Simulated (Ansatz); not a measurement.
Consider the atomization: `N=CN=CN` → 2 C• + 5 H• + 3 N•.

Calculated with Ansatz (gas phase, PBE0-D4/def2-TZVP geometries, no zero-point term in ΔE). CCSD(T)/CBS is the MP2 limit (def2-TZVPP, def2-QZVPP) plus CCSD(T) − MP2 in def2-TZVPP, frozen cores. This one scheme is used for every species, atoms too. DFT in def2-TZVPP. HSE06 is defined as in plane-wave codes. Open shells (•) are unrestricted, without spin–orbit coupling. Spin–orbit coupling would lower the free atoms: a little for C. One conformer a species, not always the lowest.

Task: What is ΔE at CCSD(T)/CBS? (An estimate is asked.)

Result: Computed: +41.04 eV.

Task: What do these levels give: r2SCAN-D4, PBE0-D4, r2SCANh-D4, r2SCAN0-D4, HSE06-D4, revPBE, PBE0, r2SCANh, HF/def2-SVP, HF/def2-TZVPP, MP2/def2-TZVPP, CCSD(T)/def2-TZVPP? (Estimate.)

Result: The calculation gave: r2SCAN-D4 41.21, PBE0-D4 41.70, r2SCANh-D4 40.77, r2SCAN0-D4 40.12, HSE06-D4 41.75, revPBE 41.31, PBE0 41.56, r2SCANh 40.72, HF/def2-SVP 27.06, HF/def2-TZVPP 26.72, MP2/def2-TZVPP 40.57, CCSD(T)/def2-TZVPP 39.65 eV.

Largest T1 diagnostic among the species: 0.015.

Leaving LDA and LC-ωPBE aside and taking each functional with its dispersion term where it has one, the values, not all of them listed here, spread over 3.64 eV, from BHLYP-D4 to PBE-D4. LDA lies +5.70 eV from PBE without D4, its usual overbinding. From r2SCAN to r2SCAN0 (25 % exact exchange), in def2-TZVPP and without D4, ΔE moves by −1.10 eV: exact exchange takes away binding that semilocal exchange gives to molecules. In def2-TZVPP, CCSD(T) changes the Hartree–Fock value by +12.93 eV (the triples alone add +0.92 eV) and MP2 by +13.85 eV; breaking electron pairs costs correlation energy, which Hartree–Fock lacks.

For atomizations the MP2-based limit and the directly extrapolated one differ by several kJ/mol either way, and by 10 to 25 for some Ge, Se and Sn compounds, so smaller differences from it don't rank the levels.
